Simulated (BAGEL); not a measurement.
# SiH2S (SMILES [SiH]S) at HF/6-31G(d) (density fitting with qzvpp-jkfit, spherical functions)

Aim: the energy change on altering one bond length of SiH2S at HF/6-31G* (density fitting with qzvpp-jkfit, spherical functions), from 2 runs. 

Program for the calculation: BAGEL 1.2.2.

2 further runs of the same task are left out: 2 set aside as unsound or not needed.

**1. The structure to begin with**

SiH2S has 4 atoms, charge 0, and is taken as a singlet. SMILES: `[SiH]S`. The shape is that of a PBE0-D4/def2-TZVP optimisation.

Bond lengths: Si1–S2 2.115 Å, Si1–H3 1.525 Å, S2–H4 1.346 Å. Angles: Si1–S2–H4 97.5°, S2–Si1–H3 89.3°.

**2. The energy at HF/6-31G(d) (density fitting with qzvpp-jkfit, spherical functions)**

calc.json

```json
{ "bagel" : [

{
  "title" : "molecule",
  "basis" : "6-31gs.json",
  "df_basis" : "qzvpp-jkfit",
  "angstrom" : true,
  "geometry" : [
    { "atom" : "Si", "xyz" : [      -0.262800,      -1.074400,       0.161100 ] },
    { "atom" : "S", "xyz" : [       0.190500,       0.958800,      -0.206600 ] },
    { "atom" : "H", "xyz" : [       1.017500,      -1.190800,       0.981400 ] },
    { "atom" : "H", "xyz" : [      -0.889700,       1.246000,      -0.956200 ] }
  ]
},

{ "title" : "hf" },

{ "title" : "print", "file" : "orbitals.molden", "orbitals" : true }

]}
```

The basis set 6-31G* is read from a file made from the Basis Set Exchange's data (not shown).

Command:

```console
BAGEL_NUM_THREADS=1 BAGEL calc.json > calc.out
```

The program printed:

```text
* using 1 threads per process

  ===============================================================
  ===============================================================

  *** Geometry ***

  { "atom" : "Si", "xyz" : [     -0.496620,     -2.030322,      0.304435 ] },
  { "atom" : "S", "xyz" : [      0.359993,      1.811869,     -0.390417 ] },
  { "atom" : "H", "xyz" : [      1.922796,     -2.250286,      1.854577 ] },
  { "atom" : "H", "xyz" : [     -1.681289,      2.354599,     -1.806956 ] },

  Number of auxiliary basis functions:      292

  Since a DF basis is specified, we compute 2- and 3-index integrals:
    o Being stored without compression. Storage requirement is 0.004 GB

  Number of basis functions:       40
  Number of electrons      :       32

    * METHOD: MOLECULE                             0.05

  *** RHF ***

  === Nuclear Repulsion ===
    73.3930779373

      * DIIS with orbital gradients will be used.

  === RHF iteration (6-31gs.json) ===
      0       -687.53194296          0.01116301           0.01
      1       -687.56212623          0.00386197           0.01
      2       -687.56593766          0.00122187           0.01
      3       -687.56655131          0.00026838           0.01
      4       -687.56658249          0.00009265           0.01
      5       -687.56658883          0.00002838           0.01
      6       -687.56658943          0.00000792           0.01
      7       -687.56658947          0.00000194           0.01
      8       -687.56658947          0.00000052           0.01
      9       -687.56658947          0.00000015           0.01
     10       -687.56658947          0.00000006           0.01
     11       -687.56658947          0.00000002           0.01
     12       -687.56658947          0.00000001           0.01
    * SCF iteration converged.

    * Permanent dipole moment:
           (    0.271874,     0.196715,     0.103592) a.u.

    * METHOD: HF                                   0.17

    * METHOD: PRINT                                0.00

  ===============================================================
```

Run time: 0.38 s. Hardware: 1 thread of Arm Neoverse V2, shared host.

**3. The distorted shape at the same level**

input.json

```json
{ "bagel": [

{
  "title": "molecule",
  "basis": "6-31gs.json",
  "df_basis": "qzvpp-jkfit",
  "angstrom": "true",
  "geometry": [
    { "atom": "Si", "xyz": [   -0.330791,   -1.379361,    0.216252 ] },
    { "atom": "S", "xyz": [    0.190500,    0.958800,   -0.206600 ] },
    { "atom": "H", "xyz": [    0.949509,   -1.495761,    1.036552 ] },
    { "atom": "H", "xyz": [   -0.889700,    1.246000,   -0.956200 ] }
  ]
},
{
  "title": "hf"
},
{
  "title": "print",
  "file": "orbitals.molden",
  "orbitals": "true"
}

]}
```

The basis set 6-31G* is read from a file made from the Basis Set Exchange's data (not shown).

Command:

```console
BAGEL_NUM_THREADS=1 BAGEL input.json > input.out
```

The program printed:

```text
* using 1 threads per process

  ===============================================================
  ===============================================================

  *** Geometry ***

  { "atom" : "Si", "xyz" : [     -0.625104,     -2.606615,      0.408657 ] },
  { "atom" : "S", "xyz" : [      0.359993,      1.811869,     -0.390417 ] },
  { "atom" : "H", "xyz" : [      1.794312,     -2.826579,      1.958799 ] },
  { "atom" : "H", "xyz" : [     -1.681289,      2.354599,     -1.806956 ] },

  Number of auxiliary basis functions:      292

  Since a DF basis is specified, we compute 2- and 3-index integrals:
    o Being stored without compression. Storage requirement is 0.004 GB

  Number of basis functions:       40
  Number of electrons      :       32

    * METHOD: MOLECULE                             0.05

  *** RHF ***

  === Nuclear Repulsion ===
    65.5102136029

      * DIIS with orbital gradients will be used.

  === RHF iteration (6-31gs.json) ===
      0       -687.50102123          0.01259747           0.01
      1       -687.54061219          0.00526849           0.01
      2       -687.54833998          0.00142102           0.01
      3       -687.54922531          0.00034194           0.01
      4       -687.54928726          0.00013911           0.01
      5       -687.54930500          0.00004556           0.01
      6       -687.54930699          0.00001261           0.01
      7       -687.54930712          0.00000289           0.01
      8       -687.54930713          0.00000078           0.01
      9       -687.54930713          0.00000024           0.01
     10       -687.54930713          0.00000009           0.01
     11       -687.54930713          0.00000003           0.01
     12       -687.54930713          0.00000001           0.01
     13       -687.54930713          0.00000001           0.01
    * SCF iteration converged.

    * Permanent dipole moment:
           (    0.382645,     0.865255,    -0.040843) a.u.

    * METHOD: HF                                   0.18

    * METHOD: PRINT                                0.00

  ===============================================================
```

Run time: 0.4 s. Hardware: 1 thread of Arm Neoverse V2, shared host.

**4. What came out**

Level: HF/6-31G* (density fitting with qzvpp-jkfit, spherical functions).

```
                                                          quantity          value
                                         first shape: total energy  -687.56659 Eh
                                        first shape: dipole moment         0.89 D
                                          first shape: HOMO energy       -9.32 eV
                                          first shape: LUMO energy        0.56 eV
                                        first shape: HOMO–LUMO gap        9.88 eV
                                     distorted shape: total energy  -687.54931 Eh
                                    distorted shape: dipole moment         2.41 D
                                      distorted shape: HOMO energy       -9.60 eV
                                      distorted shape: LUMO energy       -0.04 eV
                                    distorted shape: HOMO–LUMO gap        9.56 eV
energy change with the Si1–S2 bond stretched from 2.115 to 2.433 Å       0.470 eV
```

What this shows: With the Si1–S2 bond stretched from 2.115 to 2.433 Å the energy rises by 0.47 eV (10.8 kcal/mol). The first shape isn't relaxed at this level, so the change isn't measured from a minimum.
